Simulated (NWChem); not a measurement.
# HOCN (cyanic acid): levels of theory compared

Aim: a comparison of 3 runs (B3LYP/cc-pVTZ, PBE/cc-pVTZ, B3LYP/6-31G*) of HOCN (cyanic acid). 

The calculation is run with NWChem 7.3.0.

3 further runs of the same task are left out: 3 set aside as unsound or not needed. Runs told in other sessions of the task aren't counted.

**1. The molecule**

HOCN: 4 atoms, total charge 0, spin state singlet. SMILES: `N#CO`. The shape is that of a PBE0-D4/def2-TZVP optimisation.

Bond lengths: N1–C2 1.153 Å, C2–O3 1.290 Å, O3–H4 0.966 Å. Angles: N1–C2–O3 176.9°, C2–O3–H4 110.5°.

**2. Energy and forces at B3LYP/cc-pVTZ (run 1)**

Input file run.py:

```python
from ase import Atoms
from ase.calculators.nwchem import NWChem

system = Atoms(['N', 'C', 'O', 'H'], positions=[
    [-1.343020, -0.163260, 0.884430],
    [-0.431900, 0.072570, 0.218870],
    [0.558270, 0.398850, -0.541130],
    [1.216640, -0.308160, -0.562170],
])

calc = NWChem(
    label='nw',
    theory='dft',
    memory='2200 mb',
    basis='cc-pVTZ',
    basispar='spherical bse',
    dft={'xc': 'b3lyp', 'mult': '1', 'grid': 'fine', 'convergence': 'energy 1e-08', 'iterations': '100', 'mulliken': None, 'print': 'low'},
)
system.calc = calc

forces = system.get_forces()
e = system.get_potential_energy()
print(f"E = {e:.6f} eV")
print("forces (eV/A):")
for s, f in zip(system.symbols, forces):
    print(f"{s:2s} {f[0]:10.5f} {f[1]:10.5f} {f[2]:10.5f}")
```

The run is started by

```bash
$ export ASE_NWCHEM_COMMAND="nwchem PREFIX.nwi > PREFIX.nwo"
$ python run.py
```

Standard output:

```text
E = -4590.725492 eV
forces (eV/A):
N    -0.09318   -0.01543    0.06356
C    -0.23212   -0.06345    0.17129
O     0.25634    0.09837   -0.20399
H     0.06901   -0.01949   -0.03080
```

The calculator wrote nw.nwi:

```
title "nw"

permanent_dir nw

scratch_dir nw

start nw

geometry units angstrom nocenter noautosym noautoz
  N  -1.3430200000000001e+00 -1.6325999999999999e-01 8.8443000000000005e-01
  C  -4.3190000000000001e-01 7.2569999999999996e-02 2.1887000000000001e-01
  O  5.5827000000000004e-01 3.9884999999999998e-01 -5.4113000000000000e-01
  H  1.2166399999999999e+00 -3.0815999999999999e-01 -5.6216999999999995e-01
end

memory 2200 mb

basis spherical bse noprint
   * library cc-pVTZ
end

dft
  xc b3lyp
  mult 1
  grid fine
  convergence energy 1e-08
  iterations 100
  mulliken
  print low
end

task dft gradient
```

nw.nwo:

```text
Northwest Computational Chemistry Package (NWChem) 7.3.0
             --------------------------------------------------------

           Job information
           ---------------

    nwchem branch   = 7.3.0
    use scalapack   = T
    input           = nw.nwi
    prefix          = nw.
    data base       = nw/nw.db
    status          = startup
    nproc           =        1

           Memory information
           ------------------

    heap     =     72089600 doubles =      550.0 Mbytes
    stack    =     72089597 doubles =      550.0 Mbytes
    global   =    144179200 doubles =     1100.0 Mbytes (distinct from heap & stack)
    total    =    288358397 doubles =     2200.0 Mbytes
    verify   = yes
    hardfail = no

[... 37 lines left out ...]
            Nuclear Dipole moment (a.u.)
[... 61 lines left out ...]
   convergence    iter        energy       DeltaE   RMS-Dens  Diis-err    time
[... 14 lines left out ...]
         Total DFT energy =     -168.706051491727
      One electron energy =     -344.685582846326
           Coulomb energy =      138.773832370258
    Exchange-Corr. energy =      -21.241976626159
 Nuclear repulsion energy =       58.447675610499
[... 20 lines left out ...]
    Atom       Charge   Shell Charges
 -----------   ------   -------------------------------------------------------
    1 N    7     6.94   1.58  0.44  0.78  0.48  0.92  1.56  1.04  0.01  0.10  0.02
    2 C    6     6.44   1.58  0.37  0.60  0.25  0.82  1.34  0.74  0.06  0.59  0.09
    3 O    8     7.50   1.58  0.46  0.74  0.38  1.26  1.89  1.10  0.00  0.08  0.01
    4 H    1     1.12   0.25  0.32  0.11  0.05  0.29  0.10

                         DFT ENERGY GRADIENTS

    atom               coordinates                        gradient
                 x          y          z           x          y          z
   1 N      -2.537940  -0.308517   1.671330    0.001812   0.000300  -0.001236
   2 C      -0.816173   0.137137   0.413604    0.004514   0.001234  -0.003331
   3 O       1.054977   0.753717  -1.022587   -0.004985  -0.001913   0.003967
   4 H       2.299116  -0.582338  -1.062347   -0.001342   0.000379   0.000599

 Task  times  cpu:       28.2s     wall:       28.2s
 Total times  cpu:       28.3s     wall:       28.3s
```

Run time: 29 s. Hardware: 1 thread of INTEL XEON PLATINUM 8581C at 2.30GHz (Emerald Rapids), shared host; peak memory 0.12 GiB.

**3. Energy and forces at PBE/cc-pVTZ (run 2)**

Input file chno.nw:

```
start chno
memory 2200 mb
geometry units angstroms noautosym nocenter noautoz
 N     -1.343020    -0.163260     0.884430
 C     -0.431900     0.072570     0.218870
 O      0.558270     0.398850    -0.541130
 H      1.216640    -0.308160    -0.562170
end
basis spherical bse
 * library cc-pVTZ
end
dft
 xc xpbe96 cpbe96
 grid fine
 convergence energy 1e-08
 maxiter 100
 mulliken
 print low
end
task dft gradient
```

The run is started by

```bash
$ nwchem chno.nw > chno.out
```

Standard output:

```text
[...]
 d= 0,ls=0.0,diis     1   -168.3938576558 -2.27D+02  1.39D-02  1.19D+00     1.8
[...]
 d= 0,ls=0.0,diis    11   -168.5204231843 -6.94D-09  2.58D-07  7.74D-09    15.7
         Total DFT energy =     -168.520423184299
      One electron energy =     -344.675810098535
           Coulomb energy =      138.754161797632
    Exchange-Corr. energy =      -21.046450493895
 Nuclear repulsion energy =       58.447675610499
[...]
      Total Density - Mulliken Population Analysis
     ---------------------------------------------
    Atom       Charge   Shell Charges
 -----------   ------   -------------------------------------------------------
    1 N    7     7.11   1.95  0.25  0.95  0.38  0.98  1.62  0.94  0.01  0.04  0.00
    2 C    6     5.98   1.96  0.20  0.74  0.16  0.90  1.33  0.52  0.04  0.11  0.02
    3 O    8     8.15   1.94  0.25  0.98  0.51  1.32  2.09  1.03  0.00  0.02  0.00
    4 H    1     0.76   0.26  0.37  0.04  0.02  0.07  0.01
[...]
                         DFT ENERGY GRADIENTS
    atom               coordinates                        gradient
                 x          y          z           x          y          z
   1 N      -2.537940  -0.308517   1.671330    0.027096   0.006382  -0.019463
   2 C      -0.816173   0.137137   0.413604   -0.016303  -0.002406   0.010960
   3 O       1.054977   0.753717  -1.022587   -0.004653  -0.010327   0.008180
   4 H       2.299116  -0.582338  -1.062347   -0.006140   0.006351   0.000323
 Task  times  cpu:       28.0s     wall:       28.0s
 Total times  cpu:       28.1s     wall:       28.1s
```

It took 29 s on 1 thread of INTEL XEON PLATINUM 8581C at 2.30GHz (Emerald Rapids), shared host; peak memory 0.12 GiB.

**4. Energy and forces at B3LYP/6-31G(d) (spherical functions) (run 3)**

Input file sp.nw:

```
start sp
title "CHNO"
memory 2200 mb
geometry units angstrom noautosym nocenter noautoz
  N    -1.343020   -0.163260    0.884430
  C    -0.431900    0.072570    0.218870
  O     0.558270    0.398850   -0.541130
  H     1.216640   -0.308160   -0.562170
end
basis "ao basis" spherical bse
  N library 6-31G*
  C library 6-31G*
  O library 6-31G*
  H library 6-31G*
end
dft
  xc b3lyp
  mult 1
  grid xfine
  convergence energy 1e-08
  iterations 100
  mulliken
end
task dft gradient
```

The run is started by

```bash
$ nwchem sp.nw > sp.out
```

Standard output:

```text
[...]
          Wavefunction type:  closed shell.
          No. of atoms     :     4
          No. of electrons :    22
[...]
          Charge           :     0
          Spin multiplicity:     1
[...]
          AO basis - number of functions:    44
[...]
              XC Information
              --------------
                         B3LYP Method XC Potential
                     Hartree-Fock (Exact) Exchange  0.200
                        Slater Exchange Functional  0.800 local
                    Becke 1988 Exchange Functional  0.720 non-local
              Lee-Yang-Parr Correlation Functional  0.810
                  VWN I RPA Correlation Functional  0.190 local
[...]
 d= 0,ls=0.0,diis     1   -168.5059427533 -2.27D+02  3.48D-02  9.29D-01     0.7
[...]
 d= 0,ls=0.0,diis    11   -168.6264895217 -1.42D-10  3.44D-07  6.81D-10     5.9
         Total DFT energy =     -168.626489521670
      One electron energy =     -344.615692934068
           Coulomb energy =      138.792606485722
    Exchange-Corr. energy =      -21.251078683824
 Nuclear repulsion energy =       58.447675610499
[...]
      Total Density - Mulliken Population Analysis
     ---------------------------------------------
    Atom       Charge   Shell Charges
 -----------   ------   -------------------------------------------------------
    1 N    7     7.29   2.00  0.85  2.27  0.87  1.26  0.04
    2 C    6     5.64   2.00  0.68  2.02  0.21  0.66  0.08
    3 O    8     8.53   2.00  0.91  2.95  0.94  1.70  0.03
    4 H    1     0.54   0.46  0.08
[...]
  wavefunction    = closed shell
                         DFT ENERGY GRADIENTS
    atom               coordinates                        gradient
                 x          y          z           x          y          z
   1 N      -2.537940  -0.308517   1.671330    0.022874   0.005983  -0.016742
   2 C      -0.816173   0.137137   0.413604   -0.010750  -0.002469   0.007689
   3 O       1.054977   0.753717  -1.022587   -0.006778  -0.008620   0.008549
   4 H       2.299116  -0.582338  -1.062347   -0.005346   0.005105   0.000504
[...]
```

Run time: 8.1 s. Hardware: 1 thread of INTEL XEON PLATINUM 8581C at 2.30GHz (Emerald Rapids), shared host; peak memory 0.12 GiB.

**5. Overview of the runs**

| run | level | integration grid | energy (Eh) | largest force (eV/Å) | wall time |
| --- | --- | --- | --- | --- | --- |
| 1 | B3LYP/cc-pVTZ | fine | -168.706051 | 0.342 | 29 s |
| 2 | PBE/cc-pVTZ | fine | -168.520423 | 1.747 | 29 s |
| 3 | B3LYP/6-31G* (spherical functions) | xfine | -168.626490 | 1.490 | 8.1 s |

**6. Results**

```
                       quantity          value
            run 3: total energy  -168.62649 Eh
           run 3: dipole moment         3.92 D
             run 3: HOMO energy       -8.38 eV
             run 3: LUMO energy        0.23 eV
           run 3: HOMO–LUMO gap        8.62 eV
run 3: largest force on an atom     1.490 eV/Å
```

In words: Totals of different functionals can't be ranked against each other. All runs together took 66 s, the longest 29 s.
